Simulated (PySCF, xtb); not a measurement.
propyne (C3H4), SMILES C#CC.

xtb with GFN2-xTB at its own geometry gives an orbital gap of 7.08 eV and a dipole moment of 0.77 D.

The structure is a stationary point at ωB97X-D3(BJ)/def2-TZVP.

Problem. What does PBE/def2-TZVPD in PySCF give? (Estimate from the structure and the level; the computed values follow.)

Solution. gap 6.34 eV (levels -6.52 and -0.18 eV), dipole 0.86 D.
